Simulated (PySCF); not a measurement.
Fill in the blanks.

CH6Si.
Numbering: `[CH3:1][SiH3:2]` (hydrogens: H3, H4, H5 on C1; H6, H7, H8 on Si2)

| property | level | value |
| --- | --- | --- |
| point group | PBE0-D3(BJ)/def2-SVP | ? |
| rotational constants A, B, C | PBE0-D3(BJ)/def2-SVP | ? |
| dipole moment | PBE0/pcSseg-1 | 0.76 D |
| HOMO energy | PBE0/pcSseg-1 | ? |
| LUMO energy | PBE0/pcSseg-1 | ? |
| 13C chemical shifts (computed TMS as zero) by class | GIAO PBE0/pcSseg-1 | ? |
| 1H chemical shifts (computed TMS as zero) by class | GIAO PBE0/pcSseg-1 | ? |
| isotropic shieldings of nuclei other than C and H, by class | GIAO PBE0/pcSseg-1 | ? |

Electronic properties: PySCF, gas phase, density fitting. Geometry: PBE0-D3(BJ)/def2-SVP; no solvent, vibrations or thermal averaging.

Question: Give the point group.

Answer: C3v.

Question: The isotropic shieldings of nuclei other than C and H, by class?

Answer: 421 (Si2) ppm.

Question: What is the LUMO energy?

Answer: 0.94 eV.

Question: The rotational constants A, B, C?

Answer: 55.437, 10.853, 10.853 GHz.

Question: The HOMO energy?

Answer: -9.28 eV.

Question: What are the 1H chemical shifts (computed TMS as zero) by class?

Answer: 3.89 (H6/H7/H8), 0.20 (H3/H4/H5) ppm.

Question: Give the 13C chemical shifts (computed TMS as zero) by class.

Answer: -10.2 (C1) ppm.

The rotational constants are those of a prolate symmetric top. With B = h/(8π²I), that is 505.379 GHz u Å² over I, the principal moments of inertia are 9.1, 46.6 and 46.6 u Å² (most abundant isotopes); the inertial defect Ic − Ia − Ib is -9.1 u Å² (zero for a rigid planar frame, negative otherwise). In atomic units the dipole is 0.30 e·bohr (1 au = 2.5417 D). Point group C3v permits a dipole; with 0.76 D the species has a pure rotational spectrum.

For the NMR shielding job (PBE0/pcSseg-1), cost: about 2.5 s of CPU time on one thread; the machine was shared, so the figure is rough.
